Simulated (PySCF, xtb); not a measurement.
BF₃, SMILES FB(F)F.

Harmonic wavenumbers (cm⁻¹) from GFN2-xTB run with xtb at its own minimum, in rising order: 404, 404, 520, 866, 1407, 1407.

### Question
What does B3LYP-D3(BJ)/def2-TZVP run with PySCF give at its own minimum? (Estimate from the structure and the level; the computed values follow.)

### Answer
472, 472, 687, 885, 1460, 1460. Paired by order, the mean absolute difference is 72 cm⁻¹ and the zero-point energies are 7.2 and 7.8 kcal/mol.
